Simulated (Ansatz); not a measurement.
`O=CC(O)S` + H₂ → `O=CCS` + H₂O  (hydrogenolysis of a C–O bond)

Gas-phase electronic energies from Ansatz, PBE0-D4/def2-TZVP geometries. CBS: MP2 limit from def2 TZ/QZ plus the TZ coupled-cluster correction, frozen cores. This one scheme is used for every species. Functionals use def2-TZVPP. One conformer a species, not always the lowest.

```csv
species,r2SCAN-D4 energy (Eh)
`O=CC(O)S`,-627.20566
H₂,-1.17130
`O=CCS`,-551.98151
H₂O,-76.42324
```

**Question.** Work out ΔE.

**Answer.** ΔE = (-551.98151) + (-76.42324) − (-627.20566) − (-1.17130) = -0.02779 Eh = -73.0 kJ/mol. CCSD(T)/CBS gives -88.0 kJ/mol.

Largest T1 diagnostic among the species: 0.015.

From PBE to PBE0 (25 % exact exchange), in def2-TZVPP and without D4, ΔE moves by −8.5 kJ/mol. In def2-TZVPP, CCSD(T) changes the Hartree–Fock value by +14.1 kJ/mol (the triples alone add +5.8 kJ/mol) and MP2 by +12.7 kJ/mol. Leaving LDA and LC-ωPBE aside and taking each functional with its dispersion term where it has one, the values, not all of them listed here, spread over 18.5 kJ/mol, from PBE-QIDH to revPBE-D4. LDA lies +10.4 kJ/mol from PBE without D4.
